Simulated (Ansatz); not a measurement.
Input file:

```yaml
crystal:
  periodic: [false, false, false]
  atoms:
    - {symbol: B, position_ang: [0.000000, 0.000000, 0.000000]}
    - {symbol: S, position_ang: [0.000000, 0.000000, 1.703300]}
basis:
  gaussian: {orbitals: "6-31G*"}
total_charge: 1
magnetization: {spin_polarized: false, initial_magnetization: 8}
correlation: {active_space: {window: {electrons: 8, orbitals: 7}, fixed_orbitals: true, states: [{multiplicity: 5, weights: [0.5, 0.5, 1, 1]}]}}
scf: {lower_state_search: off}
```

```sh
$ ansatz run in.yaml --threads 1 --pin off --events-out ev --progress --plain --max-ram 2393MiB
```

Task: One thing in this input was set wrong on purpose, beside settings that are merely unusual. What is the gravest fault, and what does the program do?

Result: Far too many unpaired electrons. How the run ends: stopped by an error.
```
these checks for a lower state are left out or cut short: stability, starts, cluster_reference, orbital_swaps, neighbouring_geometries, increment
537 factors; integrals over basis functions are off by at most 1.1e-7 eV
mean field evaluation 1: about -11445.7847 eV, gradient 1.9e1 eV
mean field evaluation 2: about -11446.0252 eV, gradient 1.9e1 eV
mean field evaluation 4: about -11449.1741 eV, gradient 7.5e-1 eV
mean field evaluation 8: about -11449.1941 eV, gradient 2.0e-1 eV
a density is far from that of the atoms, so the factors are made again for it
572 factors; integrals over basis functions are off by at most 1.1e-7 eV
mean field evaluation 16: about -11448.9297 eV, gradient 7.3e-1 eV
mean field evaluation 32: about -11449.1947 eV, gradient 2.1e-6 eV
mean field -11449.19468673 eV, -420.7501441943 hartree, gradient 2.1e-6 eV, S^2 20.000000; 1 other end points of the search recorded, 0 dependent functions left out
reference -11449.19468673 eV, -420.7501441943 hartree; 14, 6 occupied and 20, 28 virtual orbitals, 572 factors
Error: 8 electrons in 7 orbitals form no window around the highest filled level of the reference
```
